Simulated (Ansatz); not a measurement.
# AlClFH2: the cost of one run

Method: UKS PBE0-D4/6-31G*, in Ansatz 0.2.0.

## (1) The structure to begin with

Bond lengths: Al1–Cl2 2.480 Å, Al1–H3 1.560 Å, Al1–H4 1.560 Å, Cl2–F5 1.800 Å. Angles: Al1–Cl2–F5 180.0°, Cl2–Al1–H3 120.0°, Cl2–Al1–H4 120.0°, H3–Al1–H4 120.0°.

Coordinates:

```xyz
5

Al    0.0000    0.0000    0.0000
Cl    0.0000    0.0000    2.4800
H     1.3510    0.0000   -0.7800
H    -1.3510    0.0000   -0.7800
F     0.0000    0.0000    4.2800
```

## (2) Pulling towards end A

Springs on the bonds that form and break draw the guess towards this end; the thresholds are loose.

input.yaml

```yaml
crystal:
  periodic: [false, false, false]
  atoms:
    - { symbol: Al, position_ang: [0.0, 0.0, 0.0] }
    - { symbol: Cl, position_ang: [0.0, 0.0, 2.48] }
    - { symbol: H, position_ang: [1.351, 0.0, -0.78] }
    - { symbol: H, position_ang: [-1.351, 0.0, -0.78] }
    - { symbol: F, position_ang: [0.0, 0.0, 4.28] }
magnetization:
  spin_polarized: true
  initial_magnetization: 1
basis:
  gaussian: { orbitals: "6-31G*" }
hamiltonian:
  xc: pbe0
  dispersion: d4
relax:
  f_tol: 0.15
  max_steps: 25
  restrain:
    - { distance: [1, 4], at: 2.7, k: 30.0 }
    - { distance: [0, 1], at: 2.23, k: 30.0 }
output:
  orbitals: {}
```

On the command line:

```
ansatz run input.yaml --threads 2 --pin off --max-ram 3072MiB --backend cpu --events-out ev --progress --plain --runs-dir out
```

**Question.** How long does this run take on 2 threads of Intel Xeon 6975P-C (Granite Rapids), shared host, and how much memory does it need?

About 7.8 s, with a peak of 0.17 GiB.
